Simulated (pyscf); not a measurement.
A first-order saddle from PySCF, ωB97X-D3(BJ)/def2-SVP:

```
Ta
F 1 1.8550
F 1 1.8563 2 107.00
F 1 1.8738 2 91.32 3 100.06
F 1 1.8740 2 91.34 4 159.76
F 1 2.1594 2 171.27 4 79.54
H 6 1.1065 1 70.77 2 0.35
H 7 1.0942 6 144.62 1 0.12
```

Surface: singlet, charge 0. Lowest wavenumbers (cm⁻¹): 739i, 84, 133, 173, 201.

**Question.** Which two sides does it connect, and which bonds change?

**Answer.** F–Ta(F)(F)(F)–F + H₂ <-> HF + F–TaH(F)(F)–F, a four-centre exchange read from left to right: F–Ta, H–H broken and F–H, H–Ta formed. At ωB97M-D3(BJ)/def2-TZVP it lies +1.50 eV from the left side and -0.07 eV from the right (each side as separated species at their lowest minima found). On the product side the descent ends in an adduct with a F–Ta contact, 0.32 eV under the separated species and 0.19 eV under the saddle at ωB97X-D3(BJ)/def2-TZVP. At ωB97M-D3(BJ) the saddle lies under the separated products, which points to a path from their complex (located at ωB97X-D3(BJ) alone), and parting the products costs more than the saddle. What is counted as broken (F–Ta) persists as a longer contact in the product adduct; parting that adduct is a step of its own. At the saddle there is also a short H–Ta contact that neither side keeps. One saddle was located; it need not be the lowest between these sides. Elements past Kr carry the def2 core potentials, without spin-orbit coupling.
